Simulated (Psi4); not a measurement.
# BH2 (boron dihydride): UMP2/def2-TZVPD (density fitting for correlation, ints tolerance 1e-08, sweep point 4)

Aim: the vertical doublet–quartet gap of BH2 (boron dihydride) at UMP2/def2-TZVPD (density fitting for correlation, ints tolerance 1e-08, sweep point 4), from 2 runs. 

The calculation is run with Psi4 1.11.

4 further runs of the same task are left out: 4 set aside as unsound or not needed.

## 1. Starting point

BH2 has 3 atoms, charge 0, and is taken as a doublet. As SMILES, `[BH2]`. The shape is that of a GFN2-xTB optimisation.

Bond lengths: B1–H2 1.159 Å, B1–H3 1.159 Å. Angles: H2–B1–H3 128.4°.

## 2. The energy at UMP2/def2-TZVPD (density fitting for correlation, ints tolerance 1e-08, sweep point 4)

Input file bh2.in:

```
memory 1.6 GB

molecule molecule1 {
  0 2
  B      0.49669561    -0.31412917     0.24309437
  H      0.52916111     1.86198495     0.49318072
  H     -1.02585672    -1.54785577    -0.73629399
  units au
  symmetry c1
}

set globals {
  reference uhf
  puream true
  scf_type direct
  num_frozen_docc 1
  ints_tolerance 1e-08
  maxiter 150
}

e_tot, wfn = energy("mp2/def2-TZVPD", return_wfn=True)
```

Run with:

```console
$ psi4 -n 1 bh2.in bh2.out
```

bh2.out (excerpt; [...] marks lines left out):

```text
[...]
  Running in c1 symmetry.
[...]
  Nuclear repulsion =    4.818243852462335
[...]
  Multiplicity = 2
[...]
  Nalpha       = 4
  Nbeta        = 3
[...]
    Number of basis functions: 55
[...]
   @DF-UHF iter   1:   -25.74999257012722   -6.89268e-01   1.65328e-03 DIIS/ADIIS
[...]
   @UHF iter  16:   -25.75999444796983   -1.49214e-12   4.65804e-09 DIIS
[...]
   @S^2 Observed:                7.536759735E-01
[...]
    Orbital Energies [Eh]
    ---------------------
    Alpha Occupied:
       1A     -7.636251     2A     -0.706009     3A     -0.531985
       4A     -0.348110
    Alpha Virtual:
       5A      0.043293     6A      0.051111     7A      0.141843
       8A      0.150940     9A      0.164915    10A      0.166015
      11A      0.172647    12A      0.181472    13A      0.184356
      14A      0.250046    15A      0.255696    16A      0.324101
      17A      0.341841    18A      0.366061    19A      0.378782
      20A      0.385368    21A      0.405088    22A      0.500514
      23A      0.505572    24A      0.626552    25A      0.647254
[...]
  @UHF Final Energy:   -25.75999444796983
   => Energetics <=
    Nuclear Repulsion Energy =              4.8182438524623352
    One-Electron Energy =                 -43.1415679547146809
    Two-Electron Energy =                  12.5633296542825139
    Total Energy =                        -25.7599944479698308
  UHF NO Occupations:
  HONO-2 :    2  A 1.9996368
  HONO-1 :    3  A 1.9985248
[...]
 Multipole Moments:
 ------------------------------------------------------------------------------------
     Multipole            Electronic (a.u.)      Nuclear  (a.u.)        Total (a.u.)
 ------------------------------------------------------------------------------------
 L = 1.  Multiply by 2.5417464519 to convert [e a0] to [Debye]
 Dipole X            :          0.5912212           -0.7593562           -0.1681350
 Dipole Y            :         -0.3377376            0.4338271            0.0960895
 Dipole Z            :          0.0000004            0.0000000            0.0000004
 Magnitude           :                                                    0.1936558
[...]
```

Wall time 1.6 s (1 thread of Intel Xeon 6975P-C (Granite Rapids), shared host); peak memory 0.2 GiB.

## 3. The quartet, same level

Input file calc.inp:

```
memory 1.6 GB

molecule system {
  0 4
  B      0.49669561    -0.31412917     0.24309437
  H      0.52916111     1.86198495     0.49318072
  H     -1.02585672    -1.54785577    -0.73629399
  units bohr
  symmetry c1
}

set {
  reference       uhf
  puream          true
  scf_type        direct
  num_frozen_docc 1
  ints_tolerance  1e-08
  maxiter         150
}

e, wfn = energy("mp2/def2-TZVPD", return_wfn=True)
```

Run with:

```console
$ psi4 -n 1 calc.inp calc.out
```

calc.out (excerpt; [...] marks lines left out):

```text
[...]
  Running in c1 symmetry.
[...]
  Nuclear repulsion =    4.818243852462335
[...]
  Multiplicity = 4
[...]
  Nalpha       = 5
  Nbeta        = 2
[...]
    Number of basis functions: 55
[...]
   @DF-UHF iter   1:   -25.54430531386578   -4.83581e-01   2.04947e-03 DIIS/ADIIS
[...]
   @UHF iter  19:   -25.56287018810159   -5.46763e-12   8.35611e-09 DIIS
[...]
   @S^2 Observed:                3.760470668E+00
[...]
    Orbital Energies [Eh]
    ---------------------
    Alpha Occupied:
       1A     -7.627059     2A     -0.826148     3A     -0.661750
       4A     -0.366597     5A     -0.311216
    Alpha Virtual:
       6A      0.048472     7A      0.126735     8A      0.137788
       9A      0.156707    10A      0.159482    11A      0.167595
      12A      0.180040    13A      0.183898    14A      0.213049
      15A      0.253627    16A      0.291936    17A      0.319594
      18A      0.345957    19A      0.355245    20A      0.364519
      21A      0.378097    22A      0.470087    23A      0.482553
      24A      0.591203    25A      0.612307    26A      0.645848
[...]
  @UHF Final Energy:   -25.56287018810159
   => Energetics <=
    Nuclear Repulsion Energy =              4.8182438524623352
    One-Electron Energy =                 -42.8235921233867316
    Two-Electron Energy =                  12.4424780828228023
    Total Energy =                        -25.5628701881015914
  UHF NO Occupations:
  HONO-2 :    3  A 1.0000000
  HONO-1 :    4  A 1.0000000
[...]
 Multipole Moments:
 ------------------------------------------------------------------------------------
     Multipole            Electronic (a.u.)      Nuclear  (a.u.)        Total (a.u.)
 ------------------------------------------------------------------------------------
 L = 1.  Multiply by 2.5417464519 to convert [e a0] to [Debye]
 Dipole X            :          0.3302679           -0.7593562           -0.4290883
 Dipole Y            :         -0.1911940            0.4338271            0.2426331
 Dipole Z            :         -0.0000000            0.0000000           -0.0000000
 Magnitude           :                                                    0.4929377
[...]
```

It took 1.6 s on 1 thread of Intel Xeon 6975P-C (Granite Rapids), shared host; peak memory 0.2 GiB.

## 4. Outcome

At UMP2/def2-TZVPD (density fitting for correlation, ints tolerance 1e-08, sweep point 4), 1 core orbital frozen:

| quantity | value |
| --- | --- |
| doublet: total energy | -25.83776 Eh |
| doublet: HOMO energy (Hartree–Fock orbitals) (highest over α and β) | -9.47 eV |
| doublet: LUMO energy (Hartree–Fock orbitals) (lowest over α and β) | 1.18 eV |
| doublet: correlation energy (1 core orbital frozen) | -77.8 mEh |
| doublet: ⟨S²⟩ of the reference determinant | 0.754 |
| quartet: total energy | -25.63767 Eh |
| quartet: HOMO energy (Hartree–Fock orbitals) (highest over α and β) | -8.47 eV |
| quartet: LUMO energy (Hartree–Fock orbitals) (lowest over α and β) | -3.30 eV |
| quartet: correlation energy (1 core orbital frozen) | -74.8 mEh |
| quartet: ⟨S²⟩ of the reference determinant | 3.760 |
| vertical energy of the quartet above the doublet | 5.444 eV |

What this shows: At this shape the quartet lies 5.44 eV (126 kcal/mol) above the doublet.
